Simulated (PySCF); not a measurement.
## C$_{5}$H$_{9}$N: full NMR table

| Property | Result |
| --- | --- |
| Formula | C5H9N |
| SMILES | CC(C)(C)C#N |
| InChI | InChI=1S/C5H9N/c1-5(2,3)4-6/h1-3H3 |
| Point group of the computed structure | C3v |
| Degrees of unsaturation | 2 |
| Carbon signals | 3 |
| Proton signals | 1 |

Atoms are numbered as in `[CH3:1][C:2]([CH3:3])([CH3:4])[C:5]#[N:6]` (H(Xn): hydrogen on atom n).

All values are calculated (PySCF): geometry from PBE0-D3(BJ)/def2-TZVP, shieldings: GIAO B97-2/pcSseg-2. Relativity neglected, one averaged value for each set of equivalent atoms, one computed conformer, gas phase.

Referencing at the same level of theory: 1H (σref 31.64), 13C (σref 185.38) vs TMS; 15N (σref 261.75) against NH3.

| carbon | δC, type | δH (multiplicity) | HMBC from (2–3 bonds) | span of the C tensor (ppm) |
| --- | --- | --- | --- | --- |
| C1/C3/C4 | 31.0, CH3 | 1.27 (s) | H(C1)/H(C3)/H(C4) | 44 |
| C2 | 30.8, C | – | H(C1)/H(C3)/H(C4) | 15 |
| C5 | 131.1, C | – | H(C1)/H(C3)/H(C4) | 363 |

Other nuclei:
| atoms | nucleus | environment | δ (ppm) | σ (ppm) |
| --- | --- | --- | --- | --- |
| N6 | 15N | nitrile nitrogen | 283.7 | -22.0 |

1. Carbon types of the structure: 2 × C, 3 × CH3, which accounts for all hydrogens.
2. δC 131.1: nitrile carbon; this is the usual window of a C≡N carbon, which has no attached hydrogen.
3. δC 31.0: methyl carbon; aliphatic region, no heteroatom directly attached.
4. δC 30.8: quaternary sp3 carbon α to a nitrile; aliphatic region, no heteroatom directly attached.
5. δH 1.27: hydrogen on a methyl carbon.

Shifts are as computed. Against solution values, carbons near 30 ppm lie about +3 ppm off and those near 130 ppm about +7 ppm. Of 1211 compounds with measured shifts, 218 miss one by over three times the rms of a fit or turn the order of signals round; such compounds aren't used in these exercises. Experimental scales use liquid or dissolved standards, which lie at an offset from isolated NH3 (liquid NH3: subtract about 20 ppm). Unscaled 15N shifts of sp2 nitrogen come out 20 to 40 ppm too high even then.
